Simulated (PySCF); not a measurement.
Species: C5H11N.
Bonds: N1–C2, C2–C3, C3–C4, C4–C5, C5–C6, C2–C6. Hydrogens: H7, H8 on N1; H9 on C2; H10, H11 on C3; H12, H13 on C4; H14, H15 on C5; H16, H17 on C6.

Definitions: NICS(0) = −σiso at the ring centroid; NICS(1) = −σiso and NICS(1)zz = −σzz at ±1 Å along the ring normal z. Level: GIAO PBE0/pcSseg-1 (PySCF, non-relativistic, gas phase) on the GFN2-xTB geometry, one conformer.

Ring bond lengths (Å), with Mayer bond orders in brackets: C2–C3 1.542 (1.00), C3–C4 1.528 (1.03), C4–C5 1.526 (1.03), C5–C6 1.528 (1.04), C6–C2 1.552 (0.97).

Give the NICS values of each ring in ppm.

| ring | type | NICS(0) | NICS(1), two faces | NICS(1)zz, two faces | rms pucker (Å) | centre to ring atoms, mean (Å) |
| --- | --- | --- | --- | --- | --- | --- |
| C2–C3–C4–C5–C6 | 5-membered carbocycle; formal bonds all single | -4.9 | -4.2 / -3.4 | -4.7 / -2.4 | 0.18 | 1.28 |

What can be read from them?

- C2–C3–C4–C5–C6: mean NICS(1)zz -3.6 ppm, shielded. C2, C3, C4, C5, C6 have four or more neighbours, so the value isn't read as a sign of a π ring current.

What field does 7.05 T along the ring normal induce along that normal at the first NICS(1) probe listed for ring C2–C3–C4–C5–C6, 1 Å off the ring?

NICSzz × B0 = -4.7 ppm × 7.05 T = -33 μT, against the applied field.

Give the inner angles of the rings and the Hirshfeld charges of the ring atoms.

- C2–C3–C4–C5–C6: C2 105.3° (+0.021 e), C3 105.5° (-0.075 e), C4 102.9° (-0.073 e), C5 103.3° (-0.072 e), C6 105.7° (-0.081 e); sum 522.7° against 540° for a flat convex ring.
